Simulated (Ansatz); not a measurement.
# Nudged elastic band run: H$_{4}$OSi

Input file:

```yaml
crystal:
  periodic: [false, false, false]
  atoms:
    - { symbol: Si, position_ang: [0.303023, -0.019983, 0.080896] }
    - { symbol: O, position_ang: [0.565079, -0.114098, 1.68609] }
    - { symbol: H, position_ang: [-0.153378, -0.174871, 2.288025] }
    - { symbol: H, position_ang: [1.623642, 0.052071, -0.56112] }
    - { symbol: H, position_ang: [-0.487618, 1.179801, -0.263398] }
    - { symbol: H, position_ang: [-0.430247, -1.204319, -0.411895] }
basis:
  gaussian: { orbitals: def2-TZVP }
hamiltonian:
  xc: hf
neb:
  order_check: false
  images: 7
  f_tol: 0.03
  max_iterations: 60
  final_atoms:
    - { symbol: Si, position_ang: [-0.00187045, 0.15811045, -0.74550156] }
    - { symbol: O, position_ang: [0.94041114, 0.10080714, 1.11665225] }
    - { symbol: H, position_ang: [0.44177123, -0.26280945, 1.83272786] }
    - { symbol: H, position_ang: [1.80564673, -0.27835518, 1.11640564] }
    - { symbol: H, position_ang: [-1.00916609, 1.10093811, -0.13780683] }
    - { symbol: H, position_ang: [-0.75629156, -1.10009006, -0.36387936] }
  initial_path:
    images:
      - { positions_ang: [[0.303023, -0.019983, 0.080896], [0.565079, -0.114098, 1.68609], [-0.153378, -0.174871, 2.288025], [1.623642, 0.052071, -0.56112], [-0.487618, 1.179801, -0.263398], [-0.430247, -1.204319, -0.411895]] }
      - { positions_ang: [[0.22774657, -0.01468583, 0.06046201], [0.68230759, -0.08638701, 1.65719078], [-0.08436028, -0.20205767, 2.19191129], [1.62514568, 0.03850352, -0.33963812], [-0.53616088, 1.18350811, -0.31947546], [-0.49417768, -1.20028012, -0.4318525]] }
      - { positions_ang: [[0.15247015, -0.00938866, 0.04002802], [0.79953617, -0.05867602, 1.62829157], [-0.01534256, -0.22924434, 2.09579759], [1.62664936, 0.02493604, -0.11815624], [-0.58470376, 1.18721523, -0.37555293], [-0.55810836, -1.19624124, -0.45181]] }
      - { positions_ang: [[0.07719372, -0.00409149, 0.01959404], [0.91676476, -0.03096503, 1.59939235], [0.05367516, -0.25643101, 1.99968388], [1.62815304, 0.01136856, 0.10332563], [-0.63324664, 1.19092234, -0.43163039], [-0.62203904, -1.19220237, -0.47176751]] }
      - { positions_ang: [[0.00191729, 0.00120567, -0.00083995], [1.03399334, -0.00325404, 1.57049313], [0.12269288, -0.28361768, 1.90357017], [1.62965672, -0.00219893, 0.32480751], [-0.68178952, 1.19462946, -0.48770786], [-0.68596972, -1.18816349, -0.49172501]] }
      - { positions_ang: [[0.00097036, 0.04043187, -0.18700535], [1.01059779, 0.02276126, 1.45703291], [0.20246247, -0.27841562, 1.88585959], [1.67365422, -0.07123799, 0.52270704], [-0.76363366, 1.17120662, -0.4002326], [-0.70355018, -1.16614513, -0.4597636]] }
      - { positions_ang: [[2.342e-05, 0.07965806, -0.37317076], [0.98720224, 0.04877655, 1.34357269], [0.28223205, -0.27321357, 1.86814902], [1.71765173, -0.14027705, 0.72060658], [-0.8454778, 1.14778378, -0.31275734], [-0.72113064, -1.14412677, -0.42780219]] }
      - { positions_ang: [[-0.00092352, 0.11888426, -0.55933616], [0.96380669, 0.07479185, 1.23011247], [0.36200164, -0.26801151, 1.85043844], [1.76164923, -0.20931612, 0.91850611], [-0.92732195, 1.12436094, -0.22528208], [-0.7387111, -1.12210842, -0.39584077]] }
      - { positions_ang: [[-0.00187045, 0.15811045, -0.74550156], [0.94041114, 0.10080714, 1.11665225], [0.44177123, -0.26280945, 1.83272786], [1.80564673, -0.27835518, 1.11640564], [-1.00916609, 1.10093811, -0.13780683], [-0.75629156, -1.10009006, -0.36387936]] }
```

Command:

```bash
$ ansatz run input.yaml --threads 2 --pin off --max-ram 3072MiB --backend cpu --events-out ev --progress --plain --runs-dir out
```

Output, in part (warnings, iteration lines, the closing report on the highest movable image, with atoms numbered from 0):

```
NEB end point (image 0): max|allowed force component| = 2.200e-2 eV/Å (the criterion of neb.relax_end_points is 1.000e-2)
NEB end point (image 8): max|allowed force component| = 1.696e-2 eV/Å (the criterion of neb.relax_end_points is 1.000e-2)
NEB iter   1: max|band force component| = 7.694e0 eV/Å  barrier→ = 6.0616 eV  barrier← = 3.2532 eV  Δτ_max = 0.1967 Å  (294 SCF iters)
NEB iter   2: max|band force component| = 5.200e0 eV/Å  barrier→ = 4.8437 eV  barrier← = 2.0352 eV  Δτ_max = 0.1910 Å  (240 SCF iters)
NEB iter   3: max|band force component| = 2.122e0 eV/Å  barrier→ = 4.5119 eV  barrier← = 1.7035 eV  Δτ_max = 0.1965 Å  (238 SCF iters)
NEB iter   4: max|band force component| = 1.836e0 eV/Å  barrier→ = 4.4085 eV  barrier← = 1.6001 eV  Δτ_max = 0.1131 Å  (231 SCF iters)
NEB iter   5: max|band force component| = 1.448e0 eV/Å  barrier→ = 4.4374 eV  barrier← = 1.6290 eV  Δτ_max = 0.0765 Å  (213 SCF iters)
NEB iter   6: max|band force component| = 1.366e0 eV/Å  barrier→ = 4.3315 eV  barrier← = 1.5230 eV  CI = image 5  Δτ_max = 0.0678 Å  (198 SCF iters)
NEB iter   7: max|band force component| = 3.307e-1 eV/Å  barrier→ = 4.3825 eV  barrier← = 1.5741 eV  CI = image 5  Δτ_max = 0.0506 Å  (208 SCF iters)
NEB iter   8: max|band force component| = 2.078e-1 eV/Å  barrier→ = 4.3813 eV  barrier← = 1.5728 eV  CI = image 5  Δτ_max = 0.0155 Å  (202 SCF iters)
NEB iter   9: max|band force component| = 4.983e-2 eV/Å  barrier→ = 4.3807 eV  barrier← = 1.5723 eV  CI = image 5  Δτ_max = 0.0105 Å  (208 SCF iters)
NEB iter  10: max|band force component| = 2.651e-2 eV/Å  barrier→ = 4.3806 eV  barrier← = 1.5722 eV  CI = image 5  Δτ_max = 0.0000 Å  (583 SCF iters)
Total energy: -9960.67410111 eV, -366.0480216284 hartree
Atom 0 at     0.158262     0.044737    -0.317585 Å, force     0.011339    -0.003527    -0.017654 eV/Å
Atom 1 at     0.701261     0.155045     1.434263 Å, force     0.002242     0.021658     0.027334 eV/Å
Atom 2 at     0.511870    -0.550888     2.036983 Å, force    -0.003337    -0.011658    -0.008579 eV/Å
Atom 3 at     1.534086    -0.046492     0.536283 Å, force    -0.002937    -0.005317    -0.007997 eV/Å
Atom 4 at    -0.709775     1.225964    -0.531756 Å, force    -0.004242    -0.005618     0.002638 eV/Å
Atom 5 at    -0.775204    -1.109765    -0.339590 Å, force    -0.003066     0.004464     0.004258 eV/Å
Dipole moment:    -0.056705    -0.260440     0.272756 e Å
```

The forces met the threshold. Beside the main top the profile has a ripple of under 15 meV (maxima at images 1, 5), which may be a very shallow well or noise. Neighbouring images differ by up to 2.2 eV, so the band resolves the path poorly. A vibrational analysis at the climbing image gives one clearly imaginary mode, 2115i cm⁻¹: a first-order saddle point. The orbitals stay closed-shell, which can raise the energy where a bond breaks towards radicals; this wasn't checked here.

Final band (atoms are numbered from 1 in the order of the input):

```
image  path coordinate (Å)  energy (eV)  Si1–H4 (Å)  O2–H4 (Å)
    0                 0.00         0.00        1.47       2.49
    1                 0.47         0.02        1.47       2.53
    2                 0.94         0.00        1.48       2.58
    3                 1.41         0.35        1.47       2.26
    4                 1.88         2.20        1.48       1.76
    5                 2.35         4.38        1.62       1.24
    6                 2.80         3.24        2.04       0.96
    7                 3.24         2.84        2.51       0.94
    8                 3.69         2.81        2.63       0.94
```

The run took 25 s on 2 threads of Arm Neoverse V1 (shared host), peak memory 0.13 GiB.
